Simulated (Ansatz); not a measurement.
**How well does each level of theory give the formation enthalpy of rock-salt TiC?**

Reference value: -0.956 ± 0.02 eV/atom (measured, 298 K, copied from a table, unchecked, not corrected to a static lattice; as tabulated in Wang et al. (2021), doi:10.1038/s41598-021-94550-5).

What do LDA, PBE, PBE-D3(BJ), r²SCAN, LC-ωPBE give, and how far is each from the reference?


```tsv
level (code)	value (eV/atom)	difference (eV/atom)
LDA (Ansatz)	-0.946	+0.010
PBE (Ansatz)	-0.831	+0.125
PBE-D3(BJ) (Ansatz)	-0.903	+0.053
r²SCAN (Ansatz)	-0.989	-0.033
LC-ωPBE (Ansatz)	-1.200	-0.244
```

Once the reference is moved by up to 0.030 eV/atom (a margin picked here for doubts on the reference and the settings, and for temperature and zero-point motion) and values within 0.010 eV/atom count as equal, the nearest can be LDA (+0.010 eV/atom), r²SCAN (-0.033 eV/atom) or PBE-D3(BJ) (+0.053 eV/atom). Farthest off among them: LC-ωPBE (-0.244 eV/atom). Within 0.3 eV/atom: LDA, PBE, PBE-D3(BJ), r²SCAN, LC-ωPBE.

The reference isn't brought to a static lattice, while the calculations are for one, so the differences are not the levels' errors alone.  Each level is taken at its own relaxed cell. Ansatz's density-functional and Hartree–Fock values are scalar-relativistic unless marked +SOC, with PAW data made under PBE.

Differences are worked out from the printed values.

Ansatz is a quantum-chemistry and plane-wave program.
